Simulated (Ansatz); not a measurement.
# HNO: taking an electron away

The task here is to estimate one member of a computed series from the others.

Computed with Ansatz 0.2.0, Gaussian basis. Level: unrestricted cation, the program's frozen cores in correlated methods.

Plan: UKS PBE-D4/def2-TZVPP; UKS r2SCAN-D4/def2-TZVPP; UKS PBE0-D4/def2-TZVPP; UKS B3LYP-D4/def2-TZVPP; UKS wB97X-V/def2-TZVPP; UKS wB97M-V/def2-TZVPP; UKS B2PLYP/def2-TZVPP; UHF-CCSD(T)/def2-TZVPP; UHF-CCSD(T)/def2-QZVPP; extrapolation to the limit; then −ε(HOMO) from the neutral's earlier runs with LDA (SPW92), PBE-D4, revPBE-D4, BLYP-D4, r2SCAN-D4, B97M-V, PBE0-D4, B3LYP-D4, r2SCANh-D4, r2SCAN0-D4, HSE06-D4, BHLYP-D4, CAM-B3LYP-D4, LC-ωPBE, ωB97X-V, ωB97M-V.

## The geometry

All runs share one geometry, relaxed beforehand with PBE0-D4 in a triple-zeta def2 set.

SMILES `N=O`, 3 atoms, charge 0, spin multiplicity 1.

Atoms are counted from 1 here; the program's logs count them from 0.

Bond lengths: N1–O2 1.190 Å, N1–H3 1.063 Å. Angles: O2–N1–H3 108.9°.

The first run:

in.yaml

```yaml
crystal:
  periodic: [false, false, false]
  atoms:
    - {symbol: N, position_ang: [-0.283678, 0.312818, -0.117145]}
    - {symbol: O, position_ang: [0.755339, 0.397115, 0.456507]}
    - {symbol: H, position_ang: [-0.471661, -0.709923, -0.339372]}
basis:
  gaussian: {orbitals: def2-TZVPP}
total_charge: 1
magnetization: {spin_polarized: true, initial_magnetization: 1}
hamiltonian: {xc: pbe, dispersion: d4}
```

Command:

```
> ansatz run in.yaml --threads 2 --pin off --events-out ev --progress --plain --max-ram 20480MiB --backend cpu
```

Steps of the session up to this table: Cation, UKS PBE-D4/def2-TZVPP; Cation, UKS r2SCAN-D4/def2-TZVPP; Cation, UKS PBE0-D4/def2-TZVPP; Cation, UKS B3LYP-D4/def2-TZVPP; Cation, UKS wB97X-V/def2-TZVPP; Cation, UKS wB97M-V/def2-TZVPP; Cation, UKS B2PLYP (frozen core)/def2-TZVPP; Cation, UHF-CCSD(T)/def2-TZVPP; Cation, UHF-CCSD(T)/def2-QZVPP.

One of the session's tables, all rows but one given; the rest of the session is left out.

It belongs to the step «Ionisation energies side by side». Orbital estimates, from the neutral's runs:

```
  functional  −ε(HOMO) (eV)
 LDA (SPW92)           5.43
      PBE-D4           5.34
   revPBE-D4           5.30
     BLYP-D4           5.33
   r2SCAN-D4           5.66
      B97M-V           5.86
     PBE0-D4           7.05
    B3LYP-D4           6.86
  r2SCANh-D4           6.30
  r2SCAN0-D4           7.28
    HSE06-D4           6.64
    BHLYP-D4           8.80
CAM-B3LYP-D4              ?
     LC-ωPBE           9.91
     ωB97X-V           9.59
     ωB97M-V           9.53
```

Q: Estimate the row for CAM-B3LYP-D4 from the others.

**Answer.** −ε(HOMO) (eV): 8.62. In the column «−ε(HOMO) (eV)» it lies between r2SCAN0-D4 (7.28) and BHLYP-D4 (8.80).
